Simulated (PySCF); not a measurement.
Calculation: PySCF with B3LYP-D3(BJ)/def2-TZVP. All species are isolated molecules in the gas phase. One relaxed conformer stands for a flexible species; it need not be the lowest. B3LYP has the VWN-RPA correlation part, as in Gaussian. Delta-SCF ions had no search for a lower state. Excitations are Tamm–Dancoff values on a coarser integration grid. The basis has no diffuse functions, so Rydberg states are missing or too high.

Reference species (SMILES): `CCBr` (neutral, multiplicity 1).

vertical ionisation energy (Delta-SCF): 10.36 eV
T1 excitation (TDA): 5.37 eV

Changed species: `CCOC` (C–C–O–C torsion 73°) (X = methoxy; the reference has X = bromo).

Problem. Give the shifts of the vertical ionisation energy (Delta-SCF) and T1 excitation (TDA).

Solution. the vertical ionisation energy (Delta-SCF) decreases by 0.69 eV, to 9.67 eV; the T1 excitation (TDA) rises by 1.55 eV, to 6.92 eV.
